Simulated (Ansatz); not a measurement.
The input, for Ansatz 0.2.0:

```yaml
crystal:
  periodic: [false, false, false]
  atoms:
    - {symbol: Si, position_ang: [0.025632, -0.091289, 0.603293]}
    - {symbol: O, position_ang: [-0.095072, 0.083014, -1.046543]}
    - {symbol: H, position_ang: [0.127333, 1.209416, 1.360354]}
    - {symbol: H, position_ang: [0.667545, 0.016568, -1.558522]}
basis:
  gaussian: {orbitals: 6-31G}
magnetization: {spin_polarized: true, initial_magnetization: 2}
hamiltonian: {xc: hf}
output: {orbitals: {seedname: orbitals}}
```

```sh
$ ansatz run in.yaml --threads 1 --pin off --events-out ev --progress --plain --max-ram 2393MiB
```

Log:

```
279 factors; integrals over basis functions are off by at most 3.1e-4 eV
mean field evaluation 1: about -9925.2179 eV, gradient 2.1e1 eV
mean field evaluation 2: about -9925.2241 eV, gradient 2.1e1 eV
mean field evaluation 4: about -9927.1471 eV, gradient 2.0e0 eV
mean field evaluation 8: about -9927.2306 eV, gradient 1.1e-1 eV
mean field -9927.23096267 eV, -364.8190089592 hartree, gradient 9.6e-6 eV, S^2 2.003959; 0 other end points of the search recorded, 0 dependent functions left out
reference -9927.23096267 eV, -364.8190089592 hartree; 13, 11 occupied and 13, 15 virtual orbitals, 279 factors
Total energy: -9927.23096267 eV, -364.8190089592 hartree
```

Ran on 1 thread of Arm Neoverse V1, shared host: 0.15 s wall, 0.16 GiB peak host memory.
